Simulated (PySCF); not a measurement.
Process, species as SMILES: ClCl (Cl2) + [H][H] (H2) → 2 Cl (HCl)
B3LYP-D3(BJ)/def2-TZVP geometries, fixed; electronic energies without zero-point terms.

Effect of the SCF energy threshold at HF/def2-TZVP with PySCF, against the last row, where the energy of full hydrogenation is -50.91 kcal/mol.

| setting | SCF cycles, largest species | largest shift of a total energy (mEh) | shift of the energy of full hydrogenation (kcal/mol) |
|---|---|---|---|
| conv_tol: 1e-4 | 5 | 0.000 | 0.000 |
| conv_tol: 1e-5 | 5 | 0.000 | 0.000 |
| conv_tol: 1e-6 | 6 | 0.000 | 0.000 |
| conv_tol: 1e-7 | 7 | 0.000 | 0.000 |
| conv_tol: 1e-11 | 9 | 0.000 | 0.000 |

Within 0.02 kcal/mol in the energy of full hydrogenation: conv_tol: 1e-4; conv_tol: 1e-5; conv_tol: 1e-6; conv_tol: 1e-7. The largest shift is 0.000 mEh in a total energy and 0.000 kcal/mol in the difference.
